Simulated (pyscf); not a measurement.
Single points on ωB97X-D3(BJ)/def2-SVP structures (PySCF, gas phase). Correlated levels are frozen-core, on RHF or UHF. ΔMP2 is the change of the MP2 total energy from the triple- to the quadruple-zeta basis.

Question: PBE/def2-TZVP puts the barrier of `[NH2][NH][GaH2]` → `[NH2][NH2]` + `[GaH]` [singlet] (1,1-elimination; singlet surface; Ga–N, Ga–H broken, H–N formed) at 170.7 kJ/mol and the reaction energy at +109.3 kJ/mol, from the reactant's lowest minimum found. What do M06-2X/def2-TZVP, ωB97M-D3(BJ)/def2-TZVP, CCSD(T)/def2-TZVPP + ΔMP2(QZVPP) give on the same structures?

Answer: M06-2X: ΔE‡ = 231.2 kJ/mol, ΔE = +119.0 kJ/mol; ωB97M-D3(BJ): ΔE‡ = 227.4 kJ/mol, ΔE = +104.4 kJ/mol; CCSD(T): ΔE‡ = 208.9 kJ/mol, ΔE = +122.0 kJ/mol. PBE's barrier lies under all of them, by 38.3 to 60.5 kJ/mol. Its reaction energy lies among theirs. Low barriers are usual for a GGA, whose delocalisation error favours stretched bonds. On the reactant side the descent ends in a point that may be a rotor saddle (no frequency run), 17.8 kJ/mol over the lowest minimum found and 221.3 kJ/mol under the saddle at ωB97X-D3(BJ)/def2-TZVP. On the product side the descent ends in an adduct with a Ga–N contact, 58.9 kJ/mol under the separated species and 168.0 kJ/mol under the saddle at ωB97X-D3(BJ)/def2-TZVP. At ωB97X-D3(BJ)/def2-TZVP the barrier from the zero used here is 239.2 kJ/mol. H₂N–NH–GaH₂ lies 211.2 kJ/mol over its isomer H₂N–GaH–NH₂ (electronic energy, ωB97M-D3(BJ)/def2-TZVP). One saddle was located; it need not be the lowest between these sides. The CCSD(T) − MP2 part came from Ansatz, without density fitting, on the same reference. The frozen core leaves the outer d or s,p core shells of the metals and heavy elements correlated in the MP2 and CC values, and def2-TZVPP describes them poorly, which can shift differences by a few kcal/mol. Elements up to Kr have no core potential and no relativistic terms here.
